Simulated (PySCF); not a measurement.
## Stretching NaAl

Set-up: PySCF, no relativity, basis sets Na aug-pcseg-1, Al aug-pcseg-1. Energies in eV from Na + Al in their ground configurations at the same level. State: ¹Σ⁺ (singlet), closed shell.

| R (Å) | B97-3 |
| --- | --- |
| 2.724 | -0.6640 |
| 2.851 | -0.7821 |
| 2.978 | -0.8477 |
| 3.073 | -0.8705 |
| 3.168 | -0.8755 |
| 3.263 | -0.8663 |
| 3.390 | -0.8370 |
| 3.548 | -0.7801 |
| 3.738 | -0.6926 |
| 3.992 | -0.5581 |

**Question.** Put a parabola through the three lowest points of the B97-3 curve and estimate Re, k and ωe (reduced mass 12.41 u; 1 eV/Å² = 0.16022 mdyn/Å; ωe = 1302.8·√(k/μ) cm⁻¹).

**Answer.** Through R = 3.073, 3.168, 3.263 Å the second-order coefficient is 0.787 eV/Å², so Re ≈ 3.154 Å, k ≈ 0.252 mdyn/Å and ωe ≈ 186 cm⁻¹. A polynomial fit of higher order to the unrounded B97-3 energies gives Re = 3.151 Å, k = 0.261 mdyn/Å, ωe = 189 cm⁻¹; anharmonicity and rounding make the difference.

The higher-order fit for each curve: B97-3: Re = 3.151 Å, ωe = 189 cm⁻¹, De = 0.88 eV.

Closed-shell solutions of metal pairs were not tested for spin polarisation, which can lower them a little.
